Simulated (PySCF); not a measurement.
An unknown is described by computed data only.

Formula: PH4; charge +1.

| Quantity | Value |
| --- | --- |
| Rotational structure | rotational constants A, B, C: 94.754, 94.743, 94.732 GHz [PBE0-D3(BJ)/def2-SVP] |
| Triplet | lowest triplet excitation (Tamm–Dancoff): 9.83 eV [TDA B3LYP/def2-SVPD] |
| XPS | P2p3/2 146.4, P1s 2159.9 eV [ΔSCF SCAN, pcX-2 on the ionised atom, pcseg-1 elsewhere, spin-free X2C, 2p3/2 from a spin–orbit splitting computed afterwards within the 2p shell] |
| Valence photoelectron | vertical ionisation energy: 22.10 eV [ΔSCF B3LYP/def2-SVPD] |
| 1H NMR | chemical shifts (computed TMS as zero) by class: 6.17 (4 H) ppm [GIAO HF/pcSseg-2] |
| Polarisability | 21.0 au [B3LYP/def2-SVPD] |
| UV, first state | lowest singlet excitation: 11.11 eV (112 nm, f = 0.000 summed over 3 states within 0.01 eV) [TDDFT B3LYP/def2-SVPD] |
| NMR, other nuclei | isotropic shieldings of nuclei other than C and H, by class: 458 (1 P) ppm [GIAO HF/pcSseg-2] |

Gas-phase values; electronic properties from PySCF, density fitting. Levels stand in brackets. Isolated species at its PBE0-D3(BJ)/def2-SVP geometry, gas phase. NMR values are class means; diastereotopic atoms form classes of their own.

Task: Propose a structure and show how it fits.

Result: All hydrogens form one class (6.17 ppm): P–H hydrogen. The other shieldings belong to: 458 ppm, phosphonium phosphorus. The core levels belong to: P2p3/2 146.4 eV, phosphonium phosphorus; P1s 2159.9 eV, phosphonium phosphorus. The optimised geometry has point group Td and is a spherical top (the spread among constants that symmetry makes equal is optimisation noise). Structure: `[PH4+]`.
